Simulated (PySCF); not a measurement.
Structure problem from calculated spectra and properties.

Formula: CH2Si; singlet state.

| Item | Value |
| --- | --- |
| Dipole | 0.07 D [PBE/pcSseg-2] |
| 13C NMR | chemical shifts (computed TMS as zero) by class: 131.2 (1 C) ppm [GIAO PBE/pcSseg-2] |
| Rotational structure | rotational constants A, B, C: 297.639, 16.382, 15.527 GHz [PBE0-D3(BJ)/def2-SVP] |
| 1H NMR | chemical shifts (computed TMS as zero) by class: 6.83 (2 H) ppm [GIAO PBE/pcSseg-2] |
| NMR, other nuclei | isotropic shieldings of nuclei other than C and H, by class: -383 (1 Si) ppm [GIAO PBE/pcSseg-2] |

Electronic properties: PySCF, gas phase, density fitting. Levels stand in brackets. Geometry: PBE0-D3(BJ)/def2-SVP; no solvent, vibrations or thermal averaging. NMR values are class means; diastereotopic atoms form classes of their own.

Question: Give a SMILES that accounts for the data.

Answer: The one carbon: carbon bonded to Si and 2 H (131.2 ppm). All hydrogens form one class (6.83 ppm): hydrogen on carbon. The other shieldings belong to: -383 ppm, silicon bonded to C. The optimised geometry has point group C2v and is an asymmetric top. Structure: `C=[Si]` (methylidenesilylene) [singlet]. Computed isomers that give other values at the same levels: `C#[SiH]` (rotational constant A: 355.897 GHz; this holds for the one conformer computed).
